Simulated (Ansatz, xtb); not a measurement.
Species: C₂H₃O₂, net charge 0, doublet state. It need not be the lowest isomer of its formula. SMILES: [CH2]OC=O
Structure (B3LYP-D3(BJ)/def2-TZVP (Ansatz, a quantum-chemistry and plane-wave program) minimum search):
```xyz
7

C     -0.8900    -0.0050     0.0066
O     -0.8153    -1.0156     0.6401
O      0.1687     0.7169    -0.4503
H     -1.8118     0.4969    -0.3047
C      1.4272     0.2754    -0.1782
H      1.5540    -0.6302     0.3892
H      2.2073     0.9005    -0.5732
```
Charge 0, spin multiplicity 2.

Harmonic wavenumbers from GFN2-xTB (xtb, at its own minimum), cm⁻¹: 271, 286, 400, 485, 712, 870, 984, 1109, 1184, 1318, 1348, 1725, 2880, 3118, 3199.

Problem. Give the harmonic wavenumbers at B3LYP-D3(BJ)/def2-TZVP (Ansatz, finite differences of forces, unscaled).

Solution. 197, 252, 325, 379, 749, 997, 1010, 1158, 1225, 1400, 1451, 1794, 3072, 3190, 3347 cm⁻¹. Zero-point energy 29.4 kcal/mol.

Problem. From these and the geometry, give the ideal-gas thermochemistry at 298.15 K and 1 atm (rigid rotor, harmonic oscillator).

Solution. Point group Cs, rotational symmetry number 1. Rotational constants 23.65, 7.006, 5.405 GHz. S(trans) 38.15, S(rot) 23.40, S(vib) 6.77, S(elec, spin only) 1.38, S 69.7 cal/(mol K). H(298) - H(0) 3.62 kcal/mol; G - E(el) 12.2 kcal/mol.
